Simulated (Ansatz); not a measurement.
# A rate constant, worked out

An elementary step of BNH$_{3}$F, singlet (BNH₃F ([NH2][BH][F]) → BNH₂ ([BH][NH]) + HF; B–F, N–H broken or loosened, F–H formed or tightened). The start structure is the reactant molecule, and the electronic barrier above it is 3.253 eV by CCSD(T) at an estimated basis limit (MP2 extrapolated from triple and quadruple zeta, plus CCSD(T) − MP2 in triple zeta). Computed with Ansatz 0.2.0 (basis: def2-TZVPP and def2-QZVPP); correlated methods freeze the cores. Extrapolation: Hartree–Fock as exp(−7.88 √X), correlation as X^−2.97. Harmonic wavenumbers at PBE0-D4/def2-TZVP (Ansatz 0.2.0), in cm⁻¹:

Start: 437, 509, 624, 880, 919, 1083, 1192, 1431, 1631, 2639, 3628, 3736.

Saddle: 554i, 429, 562, 674, 774, 870, 912, 1042, 1610, 2334, 2820, 3755.

Work out the transition-state-theory rate constant at 500 K from these numbers alone (harmonic vibrations; rotation, path degeneracy and anharmonicity left out), and the Wigner tunnelling factor. Use 1 cm⁻¹ = 1.2398 × 10⁻⁴ eV and k_B = 8.617 × 10⁻⁵ eV/K.

Zero-point energies, half the sums: start 18709/2 cm⁻¹ = 1.1598 eV; saddle, real modes only, 15782/2 cm⁻¹ = 0.9784 eV.
Barrier with zero-point energy: 3.253 + 0.9784 − 1.1598 = 3.0716 eV.
k_BT = 0.04309 eV, so the barrier is 71.29 k_BT.
Vibrational partition functions from the zero-point level, ln q = −Σ ln(1 − exp(−hν/k_BT)): start 1.040, saddle 1.057.
k = (k_BT/h) exp(ln q‡ − ln q) exp(−E0/k_BT), with log₁₀(k_BT/h in s⁻¹) = 13.02: log₁₀ k = 13.02 + (0.017 − 71.29)/2.3026 = -17.93, so k ≈ 1 × 10^(-18) s⁻¹.
Wigner factor: 1 + (hν‡/k_BT)²/24 = 1 + (1.59)²/24 = 1.11. A change of 1 kcal/mol (0.043 eV) in the barrier would change k by a factor of 2.7 at this temperature.

The T1 diagnostic stays at or below 0.016.

Labels in which every atom is bracketed show which atoms are joined, not bond orders.

For scale, one of the runs: CCSD(T)/def2-TZVPP, 135 basis functions, launched by `ansatz run in.yaml --threads 2 --pin off --events-out ev --progress --plain --max-ram 4352MiB`. Time: 8 s of wall clock on 2 CPU threads of an Intel Xeon Platinum 8259CL; the host was shared. Peak host memory: 0.77 GiB.
